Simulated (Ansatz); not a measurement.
Program: Ansatz. Geometries: PBE0-D4/def2-TZVP. ΔE: electronic, gas phase. CCSD(T)/CBS adds triple-zeta CCSD(T) − MP2 to the extrapolated MP2 energy (def2 sets, frozen cores). This one scheme is used for every species. DFT in def2-TZVPP. B3LYP here is the variant with VWN-RPA as its local correlation; programs differ in this. One conformer a species, not always the lowest.

`CCC(N)F` + `NO` → `CON` + `CC(N)F`  (substitution at a C–C bond)

Question: Is it downhill or uphill in electronic energy at CCSD(T)/CBS, and by how much? (Estimate.)

Answer: Computed: Uphill: ΔE = +9.7 kcal/mol.

Question: What do these levels give: B3LYP, MP2/def2-TZVPP, SCS-MP2/def2-TZVPP, HF/def2-QZVPP, SCS-MP2/def2-QZVPP, CCSD/CBS(def2)? (An estimate is asked.)

Answer: Computed: B3LYP 7.0, MP2/def2-TZVPP 10.0, SCS-MP2/def2-TZVPP 8.9, HF/def2-QZVPP 6.7, SCS-MP2/def2-QZVPP 9.2, CCSD/CBS(def2) 9.6 kcal/mol.

Largest T1 diagnostic among the species: 0.010.

From PBE to PBE0 (25 % exact exchange), in def2-TZVPP and without D4, ΔE moves by +0.8 kcal/mol. The D4 term adds +0.7 kcal/mol with B3LYP and +0.4 kcal/mol with PBE0; it sums over pairs of atoms, weighted by their polarisabilities, and B3LYP, whose exchange is more repulsive, gets the larger term.
